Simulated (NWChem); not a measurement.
# methylamine (CH₅N); SMILES CN

```xyz
7

C     -0.0088    -0.6958     0.0000
N     -0.0944     0.7480     0.0000
H     -0.5301    -1.1014    -0.8817
H     -0.5301    -1.1014     0.8817
H      1.0146    -1.1279     0.0000
H      0.3796     1.1347    -0.8133
H      0.3796     1.1347     0.8133
```
Atoms are numbered in this order, from 1.

Computed with NWChem. All runs use the structure optimised with PBE0/def2-SVP. Vertical excitations in the gas phase.

Q: What does the run give for PBE/aug-cc-pVDZ, full TDDFT? Quantities: lowest excitation, singlet (eV); oscillator strength of that lowest state; lowest state with f > 0.02, singlet (eV); oscillator strength of that bright state; lowest triplet (eV); orbital gap (eV).

A: 
```json
{
  "lowest excitation, singlet (eV)": "4.81",
  "oscillator_strength_of_that_lowest_state": "0.006",
  "lowest state with f > 0.02, singlet (eV)": "5.48",
  "oscillator_strength_of_that_bright_state": "0.027",
  "lowest triplet (eV)": "4.63",
  "orbital gap (eV)": "4.80"
}
```
